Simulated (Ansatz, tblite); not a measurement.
# The cluster Al₃H₄−: a ladder of methods and basis sets

Aim: run the singlet of the cluster Al₃H₄− at one geometry on many levels, and compare frontier levels, spin and run time.

Method: as each input shows; program: Ansatz 0.2.0, Gaussian basis.

The runs, in order: GFN1-xTB, GFN2-xTB, PBE-D4/def2-TZVPD, r2SCAN-D4/def2-TZVPD, BHLYP-D4/def2-TZVPD, ωB97M-V/def2-TZVPD, revPBE-D4/def2-TZVPD, ωB97X-V/def2-TZVPD, LC-ωPBE/def2-TZVPD, B2PLYP/def2-TZVPD, BLYP-D4/def2-TZVPD, PBE-D4/def2-SVPD, PBE0-D4/def2-SVPD, HF/STO-3G, HF/6-31G, B3LYP-D4/6-31G, CCSD(T)/def2-TZVPPD, MP2/def2-TZVPD, RPA/def2-TZVPD.

2 further runs of the same task are left out: 1 that didn't finish, 1 set aside as unsound or not needed. Runs told in other sessions of the task aren't counted.

## (1) The geometry

The singlet was relaxed beforehand with r2SCAN-D4/def2-TZVPD. At that level it is the lowest of the isomers that a small search found.

7 atoms, charge -1, spin multiplicity 1.

Bond lengths: Al1–Al2 2.697 Å, Al1–Al3 2.698 Å, Al1–H4 1.621 Å, Al1–H6 1.622 Å, Al2–Al3 2.594 Å, Al2–H5 1.765 Å, Al2–H7 1.765 Å, Al3–H5 1.766 Å, Al3–H7 1.766 Å. Angles: Al2–Al1–Al3 57.5°, Al2–Al1–H4 120.3°, Al2–Al1–H6 120.9°, Al3–Al1–H4 120.4°, Al3–Al1–H6 120.7°, H4–Al1–H6 109.1°, Al1–Al2–Al3 61.3°, Al1–Al2–H5 83.7°, Al1–Al2–H7 83.4°, Al3–Al2–H5 42.7°, Al3–Al2–H7 42.7°, H5–Al2–H7 76.7°, Al1–Al3–Al2 61.2°, Al1–Al3–H5 83.7°, Al1–Al3–H7 83.4°, Al2–Al3–H5 42.7°, Al2–Al3–H7 42.7°, H5–Al3–H7 76.7° and more.

The ion is computed in the gas phase, without counter-ions or solvent.

PBE0-D4/def2-TZVPD was run before; its log isn't repeated, and its numbers join the tables.

## (2) GFN1-xTB

Tight binding, by tblite at 300 K electronic temperature and without a spin-polarisation term:

```python
tblite.interface.Calculator('GFN1-xTB', numbers, positions, charge=-1, uhf=0).singlepoint()
```

Energy -167.3619 eV, HOMO -3.43 eV, LUMO -0.84 eV; 0.004 s.

## (3) GFN2-xTB

Tight binding, by tblite at 300 K electronic temperature and without a spin-polarisation term:

```python
tblite.interface.Calculator('GFN2-xTB', numbers, positions, charge=-1, uhf=0).singlepoint()
```

Energy -143.8872 eV, HOMO -1.70 eV, LUMO -0.86 eV; 0.004 s.

## (4) PBE-D4/def2-TZVPD

start.molden holds the orbitals of an earlier run on this state, given as this run's starting guess.

in.yaml reads:

```yaml
crystal:
  periodic: [false, false, false]
  atoms:
    - {symbol: Al, position_ang: [-1.125303, -0.458666, -0.122703]}
    - {symbol: Al, position_ang: [1.404587, -0.615433, 0.798276]}
    - {symbol: Al, position_ang: [0.705090, 1.471163, -0.575191]}
    - {symbol: H, position_ang: [-2.354018, -0.199097, 0.902972]}
    - {symbol: H, position_ang: [1.810273, 0.106847, -0.760404]}
    - {symbol: H, position_ang: [-1.632972, -1.418403, -1.327150]}
    - {symbol: H, position_ang: [1.192334, 1.113588, 1.084180]}
basis:
  gaussian: {orbitals: def2-TZVPD, initial_orbitals: start.molden}
total_charge: -1
hamiltonian: {xc: pbe, dispersion: d4}
scf: {omitted_lower_state_checks: [starts]}
output: {forces: true, orbitals: {seedname: orbitals}}
```

The run is started by

```sh
$ ansatz run in.yaml --threads 4 --pin off --events-out ev --progress --plain --max-ram 3916MiB
```

Further steps of the session: r2SCAN-D4/def2-TZVPD; BHLYP-D4/def2-TZVPD; ωB97M-V/def2-TZVPD; revPBE-D4/def2-TZVPD; ωB97X-V/def2-TZVPD; LC-ωPBE/def2-TZVPD; B2PLYP/def2-TZVPD; BLYP-D4/def2-TZVPD; PBE-D4/def2-SVPD; PBE0-D4/def2-SVPD; HF/STO-3G; HF/6-31G; B3LYP-D4/6-31G; CCSD(T)/def2-TZVPPD; MP2/def2-TZVPD; RPA/def2-TZVPD.

Before running them: what should the planned runs give, taken together? Wanted: gap in def2-TZVPD, named functionals, smallest and largest; correlation energy, CCSD(T)/def2-TZVPPD; correlation energy, MP2/def2-TZVPD; PBE0 total energy, smallest basis above largest.

The runs gave:

| quantity | value |
| --- | --- |
| gap in def2-TZVPD, named functionals, smallest and largest | 0.81 eV (PBE-D4), 5.63 eV (LC-ωPBE) |
| correlation energy, CCSD(T)/def2-TZVPPD | -9.09 eV |
| correlation energy, MP2/def2-TZVPD | -7.00 eV |
| PBE0 total energy, smallest basis above largest | 6.86 eV (def2-SVPD, def2-TZVPD) |

**Reading.** Over the named functionals in def2-TZVPD the gap runs from 0.81 eV (PBE-D4) to 5.63 eV (LC-ωPBE); exact exchange widens it. PBE-D4, revPBE-D4, BLYP-D4, r2SCAN-D4 put the HOMO above zero; others here keep it below zero, so the sign hangs on the functional's self-interaction and doesn't show that the species is unbound.
